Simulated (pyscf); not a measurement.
PySCF, gas phase, ωB97X-D3(BJ)/def2-SVP geometries.

Task: Estimate the classical barrier height and the reaction energy of allyl (•H₂C–CH=CH₂) + hydrogen (H₂) → propene (H₂C=CH–CH₃) + H atom (H•) at ωB97M-D3(BJ)/def2-TZVP. The step runs on the doublet surface, breaks H–H and forms C–H; take the separated reactants as zero.

Result: ΔE‡ = 94.6 kJ/mol, ΔE = +58.6 kJ/mol. Zero-point energy shifts the barrier by +3.3 kJ/mol. It is a hydrogen abstraction, with an imaginary mode of 1563i cm⁻¹. One saddle was located; it need not be the lowest between these sides. The angle at the transferred H is 177°.
